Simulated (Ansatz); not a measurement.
Species: CH4N (charge 0, doublet). It need not be the lowest isomer of its formula. 
Structure (B3LYP-D3(BJ)/def2-TZVP (Ansatz, an electronic-structure program) minimum search):
```xyz
6

C      0.0571     0.6220     0.0514
N     -0.0053    -0.8134     0.0521
H     -0.9486     1.0689     0.0351
H     -0.5105    -1.0936    -0.7957
H      0.5859     0.9841     0.9335
H      0.5674     1.0026    -0.8464
```
Charge 0, spin multiplicity 2.

Wanted: atomisation energy (electronic, to ground-state atoms), in kJ/mol. Correlated levels leave the core frozen unless marked. Open shells are spin-unrestricted. No spin-orbit coupling. Non-relativistic unless marked X2C. The coupled-cluster limit lacks core correlation, which all-electron functionals hold. CBS(X,Y): correlation extrapolated as X^-3; Hartree-Fock from the larger set. [CCSD(T)-MP2]/basis is that difference in the basis named.

```
level                                                                 program  atomisation energy (kJ/mol)
-------------------------------------------------------------  --------------  ---------------------------
RI-HF/def2-QZVPP                                                       Ansatz                       1420.8
r2SCAN/def2-TZVPD                                                      Ansatz                       1992.5
PBE0-D4/def2-TZVP                                              Ansatz + dftd4                       1997.5
r2SCAN0-D4/def2-TZVPD                                          Ansatz + dftd4                       1965.0
HSE06-D4/def2-TZVPD                                            Ansatz + dftd4                       2002.2
CCSD/6-31G*                                                            Ansatz                       1751.0
CCSD/cc-pVDZ                                                           Ansatz                       1798.1
CCSD/def2-TZVPP                                                        Ansatz                       1907.1
X2C-CCSD(T)/cc-pVTZ-DK                                                 Ansatz                       1924.9
RI-MP2/CBS(aug-cc-pVTZ,aug-cc-pVQZ)+[CCSD(T)-MP2]/aug-cc-pVTZ          Ansatz                       1984.1
```
